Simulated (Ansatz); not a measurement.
Counterpoise correction, worked out

The pair of F2 (SMILES FF, atoms 1–2) and F2 (SMILES FF, atoms 3–4), both closed shells, in one local arrangement (a lower one may exist), relaxed at PBE0-D4/def2-TZVP:

```xyz
4
angstrom
F -0.6192 0.2885 -1.6556
F 0.5469 -0.3542 -2.0015
F -0.1442 0.1118 1.1692
F 0.2166 -0.0461 2.4878
```

Computed with Ansatz 0.2.0 (basis: def2-TZVPPD); correlated methods freeze the cores.

CCSD(T) total energies in eV:

| system | geometry | basis functions | energy |
| --- | --- | --- | --- |
| pair | pair | all | -10846.98114 |
| F2 | as in the pair | all (partner as ghosts) | -5423.48561 |
| F2 | as in the pair | all (partner as ghosts) | -5423.48285 |
| F2 | as in the pair | its own | -5423.47722 |
| F2 | as in the pair | its own | -5423.47784 |
| F2 | free (PBE0-D4 minimum) | its own | -5423.47722 |
| F2 | free (PBE0-D4 minimum) | its own | -5423.47714 |

Work out the interaction energy with and without the counterpoise correction, the superposition error, and the binding energy from the relaxed fragments.

Without correction: -10846.98114 − (-5423.47722) − (-5423.47784) = -0.02608 eV.
With correction (each fragment in the whole basis): -10846.98114 − (-5423.48561) − (-5423.48285) = -0.01268 eV = -0.29 kcal/mol.
The superposition error is the difference, 0.01340 eV, 51 % of the uncorrected value: each fragment borrows its partner's functions.
Deformation from the free shapes: 0.00000 eV for F2 and -0.00070 eV for F2 (a small negative value is possible, since the free shapes are minima of another method).
Binding energy from relaxed fragments: -0.01268 + 0.00000 + (-0.00070) = -0.01338 eV = -0.31 kcal/mol (electronic, without zero-point energy; negative means bound). For comparison, the corrected interaction energy by CCSD(T) at an estimated basis limit (MP2 extrapolated from triple and quadruple zeta, plus CCSD(T) − MP2 in triple zeta) is -0.015 eV.

No T1 diagnostic of these runs exceeds 0.013. The restricted Hartree–Fock reference is unstable towards an unrestricted one at one or more of these structures.

For scale, one of the runs: CCSD(T)/def2-TZVPPD, 160 basis functions, launched by `ansatz run in.yaml --threads 2 --pin off --events-out ev --progress --plain --max-ram 5222MiB`. Time: 13 s of wall clock on 2 CPU threads of an Intel Xeon Platinum 8375C; the host was shared. Peak host memory: 1 GiB.
